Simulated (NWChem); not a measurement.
**C2H3Cl2F (1,1-dichloro-1-fluoroethane): levels of theory compared**

Wanted: a comparison of 3 runs (MP2/6-31G*, MP2/6-31+G*, MP2/6-31++G**) of C2H3Cl2F (1,1-dichloro-1-fluoroethane). 

The calculation is run with NWChem 7.3.0.

### Step 1. The structure to begin with

C2H3Cl2F has 8 atoms, charge 0, and is taken as a singlet. As SMILES, `CC(F)(Cl)Cl`. Geometry: relaxed at PBE0-D4/def2-TZVP.

Bond lengths: C1–C2 1.502 Å, C2–F3 1.348 Å, C2–Cl4 1.776 Å, C2–Cl5 1.776 Å, C1–H6 1.091 Å, C1–H7 1.091 Å, C1–H8 1.088 Å. Some angles: C1–C2–F3 110.1°, C1–C2–Cl4 111.1°, C1–C2–Cl5 111.1°, F3–C2–Cl4 107.6°, F3–C2–Cl5 107.6°, Cl4–C2–Cl5 109.3°, C2–C1–H6 108.9°, C2–C1–H7 108.9°, C2–C1–H8 110.1°, H6–C1–H7 109.8°.

### Step 2. Energy and forces at MP2/6-31G(d) (spherical functions) (run 1)

File struct.nw:

```
start struct
title "C2H3Cl2F"
memory total 2200 mb
geometry noautosym nocenter noautoz
  C     -0.133500    -0.505900     0.646300
  C      0.199400     0.391300    -0.511300
  F      1.523600     0.643200    -0.537400
  Cl    -0.232400    -0.372700    -2.055900
  Cl    -0.641100     1.950200    -0.373000
  H      0.163400    -0.011800     1.572000
  H      0.414900    -1.442000     0.535900
  H     -1.202100    -0.709300     0.667600
end
basis spherical bse
  C library 6-31G*
  F library 6-31G*
  Cl library 6-31G*
  H library 6-31G*
end
scf
  thresh 1e-08
  maxiter 80
  print low
end
mp2
  freeze core 13
  tight
end
task mp2 gradient
```

Launch:

```bash
$ nwchem struct.nw > struct.out
```

Log:

```text
[...]
  functions       =    84
[...]
  wavefunction    = RHF
[...]
         Total SCF energy =  -1095.867937206132
      One-electron energy =  -2110.944971279022
      Two-electron energy =    715.071787530915
 Nuclear repulsion energy =    300.005246541976
        Time for solution =     21.9s
[...]
          Total MP2 energy         -1096.557252144361
[...]
                         mp2 ENERGY GRADIENTS
    atom               coordinates                        gradient
                 x          y          z           x          y          z
   1 C      -0.252278  -0.956012   1.221330    0.000336   0.001523  -0.002006
   2 C       0.376811   0.739450  -0.966217    0.013908  -0.000087   0.003518
   3 F       2.879187   1.215472  -1.015539   -0.014736  -0.001911  -0.000937
   4 Cl     -0.439172  -0.704301  -3.885088   -0.000044   0.001668   0.001610
   5 Cl     -1.211503   3.685344  -0.704868    0.000609  -0.002005  -0.001036
   6 H       0.308781  -0.022299   2.970649   -0.000578  -0.000356  -0.000624
   7 H       0.784047  -2.724985   1.012704   -0.000742   0.000548   0.000034
   8 H      -2.271640  -1.340383   1.261581    0.001247   0.000620  -0.000559
[...]
```

It took 54 s on 1 thread of Intel Xeon Platinum 8375C at 2.90GHz (Ice Lake), shared host; peak memory 0.26 GiB.

### Step 3. Energy and forces at MP2/6-31+G(d) (spherical functions) (run 2)

File run.nw:

```
start run
title "C2H3Cl2F mp2"
memory stack 880 mb heap 220 mb global 1100 mb
charge 0
geometry units angstrom noautosym nocenter noautoz
   C    -0.133500   -0.505900    0.646300
   C     0.199400    0.391300   -0.511300
   F     1.523600    0.643200   -0.537400
   Cl   -0.232400   -0.372700   -2.055900
   Cl   -0.641100    1.950200   -0.373000
   H     0.163400   -0.011800    1.572000
   H     0.414900   -1.442000    0.535900
   H    -1.202100   -0.709300    0.667600
end
basis "ao basis" spherical bse
   * library 6-31+G*
end
scf
   nopen 0
   rhf
   thresh 1e-08
   maxiter 80
   noprint "final vectors analysis"
end
mp2
   freeze core 13
   tight
end
task mp2 gradient
```

Launch:

```bash
$ nwchem run.nw > run.out
```

Log:

```text
[...]
  functions       =   104
[...]
  wavefunction    = RHF
[...]
         Total SCF energy =  -1095.876363067680
      One-electron energy =  -2110.644026451392
      Two-electron energy =    714.762416841736
 Nuclear repulsion energy =    300.005246541976
        Time for solution =     44.2s
[...]
          Total MP2 energy         -1096.577565909903
[...]
                         mp2 ENERGY GRADIENTS
    atom               coordinates                        gradient
                 x          y          z           x          y          z
   1 C      -0.252278  -0.956012   1.221330   -0.000818   0.001457  -0.002196
   2 C       0.376811   0.739450  -0.966217    0.022544   0.001263   0.003752
   3 F       2.879187   1.215472  -1.015539   -0.021332  -0.003592  -0.000219
   4 Cl     -0.439172  -0.704301  -3.885088   -0.000793   0.001037   0.001057
   5 Cl     -1.211503   3.685344  -0.704868   -0.000343  -0.001479  -0.000751
   6 H       0.308781  -0.022299   2.970649   -0.000440  -0.000580  -0.001223
   7 H       0.784047  -2.724985   1.012704   -0.000759   0.001201   0.000071
   8 H      -2.271640  -1.340383   1.261581    0.001941   0.000693  -0.000492
[...]
```

Run time: 1.7 min. Hardware: 1 thread of Intel Xeon Platinum 8375C at 2.90GHz (Ice Lake), shared host; peak memory 0.43 GiB.

### Step 4. Energy and forces at MP2/6-31++G(d,p) (spherical functions) (run 3)

File c2h3cl2f.nw:

```
start c2h3cl2f
title "C2H3Cl2F"
memory 2200 mb
charge 0

geometry units angstrom noautosym nocenter noautoz
 C     -0.133500    -0.505900     0.646300
 C      0.199400     0.391300    -0.511300
 F      1.523600     0.643200    -0.537400
 Cl    -0.232400    -0.372700    -2.055900
 Cl    -0.641100     1.950200    -0.373000
 H      0.163400    -0.011800     1.572000
 H      0.414900    -1.442000     0.535900
 H     -1.202100    -0.709300     0.667600
end

basis spherical bse
 * library 6-31++G**
end

scf
 thresh 1e-08
 maxiter 80
 noprint "final vectors analysis"
end

mp2
 freeze core 13
 tight
end

task mp2 gradient
```

Launch:

```bash
$ nwchem c2h3cl2f.nw > c2h3cl2f.out
```

Log:

```text
[...]
  functions       =   116
[...]
  wavefunction    = RHF
[...]
         Total SCF energy =  -1095.881464219773
      One-electron energy =  -2110.666297287163
      Two-electron energy =    714.779586525414
 Nuclear repulsion energy =    300.005246541976
        Time for solution =     58.8s
[...]
          Total MP2 energy         -1096.601535651828
[...]
                         mp2 ENERGY GRADIENTS
    atom               coordinates                        gradient
                 x          y          z           x          y          z
   1 C      -0.252278  -0.956012   1.221330   -0.000359   0.003032  -0.004258
   2 C       0.376811   0.739450  -0.966217    0.022505   0.001143   0.003907
   3 F       2.879187   1.215472  -1.015539   -0.021067  -0.003395  -0.000426
   4 Cl     -0.439172  -0.704301  -3.885088   -0.000779   0.001064   0.000745
   5 Cl     -1.211503   3.685344  -0.704868   -0.000375  -0.001193  -0.000876
   6 H       0.308781  -0.022299   2.970649    0.000311   0.000610   0.001273
   7 H       0.784047  -2.724985   1.012704    0.000641  -0.001295  -0.000102
   8 H      -2.271640  -1.340383   1.261581   -0.000877   0.000033  -0.000264
[...]
```

Wall time 2.2 min (1 thread of Intel Xeon Platinum 8375C at 2.90GHz (Ice Lake), shared host); peak memory 0.57 GiB.

### Step 5. All runs side by side

```tsv
run	level	energy (Eh)	dipole moment (D)	correlation energy (mEh)	largest force (eV/Å)	wall time
1	MP2/6-31G* (spherical functions)	-1096.557252	2.06	-689.3	0.766	54 s
2	MP2/6-31+G* (spherical functions)	-1096.577566	2.12	-701.2	1.177	1.7 min
3	MP2/6-31++G** (spherical functions)	-1096.601536	2.07	-720.1	1.176	2.2 min
```

### Step 6. What came out

| quantity | value |
| --- | --- |
| run 3: total energy | -1096.60154 Eh |
| run 3: dipole moment (of the density that the program reports) | 2.07 D |
| run 3: correlation energy (13 core orbitals frozen) | -720.1 mEh |
| run 3: largest force on an atom | 1.176 eV/Å |

The dipole moment (its size) runs from 2.06 D (MP2/6-31G*) to 2.12 D (MP2/6-31+G*). All runs together took 4.8 min, the longest 2.2 min.
